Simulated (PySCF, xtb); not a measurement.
Homolysis of single bonds, series SiH2Cl-X. Isolated molecules, 0 K electronic values unless said otherwise. One relaxed conformer stands for each flexible species; it need not be the lowest. Strings in code marks are SMILES. In the def2 sets, heavy atoms carry core potentials. Quantity: homolytic bond dissociation enthalpy at 298 K (no spin–orbit term). Enthalpy corrections at 298 K come from GFN2-xTB frequencies (xtb). Level 1: PBE-D3(BJ)/def2-TZVP // B3LYP-D3(BJ)/def2-TZVP (PySCF). Level 2: B3LYP-D3(BJ)/def2-TZVP (PySCF). B3LYP has the VWN-RPA correlation part, as in Gaussian.

| case | level 1 (kcal/mol) | level 2 (kcal/mol) |
|---|---|---|
| Si–Si bond of `[SiH3][SiH2]Cl`, giving `[SiH2]Cl` and `[SiH3]` | 73.5 | 73.7 |
| Si–I bond of `Cl[SiH2]I`, giving `[I]` and `[SiH2]Cl` | 80.0 | 77.3 |
| B–Si bond of `B[SiH2]Cl` (H–B–Si–Cl torsion 0°), giving `[BH2]` and `[SiH2]Cl` | 84.2 | withheld |
| C–Si bond of `C=C[SiH2]Cl` (C–C–Si–Cl torsion 119°), giving `[CH]=C` and `[SiH2]Cl` | 93.5 | 94.1 |
| Si–Br bond of `Cl[SiH2]Br`, giving `[Br]` and `[SiH2]Cl` | 95.4 | 93.0 |
| Cl–Si bond of `Cl[SiH2]I`, giving `[Cl]` and `[SiH2]I` | 106.2 | 103.6 |
| Si–Cl bond of `S[SiH2]Cl` (H–S–Si–Cl torsion 69°), giving `[Cl]` and `[SiH2]S` (H–Si–S–H torsion 52°) | 107.9 | 105.5 |
| Si–Cl bond of `[SiH3]Cl`, giving `[Cl]` and `[SiH3]` | 108.5 | 106.1 |

Fit level 2 = a + b·x to the 7 complete rows by least squares, with x = level 1 in kcal/mol. Give a, b and the rms residual, and predict the withheld value.

Means of the 7 rows: x̄ = 95, ȳ = 93.329 kcal/mol. Σ(x − x̄)² = 1163.8 and Σ(x − x̄)(y − ȳ) = 1105.6, so b = 0.950 and a = ȳ − b·x̄ = 3.08 kcal/mol. The rms residual is 1.15 kcal/mol. At x = 84.2 the line gives 83.1 kcal/mol. The run for B–Si bond of `B[SiH2]Cl` (H–B–Si–Cl torsion 0°), giving `[BH2]` and `[SiH2]Cl` gave 83.7 kcal/mol, so the line is off by 0.6 kcal/mol, within twice the rms residual.

Codes: PySCF, xtb.
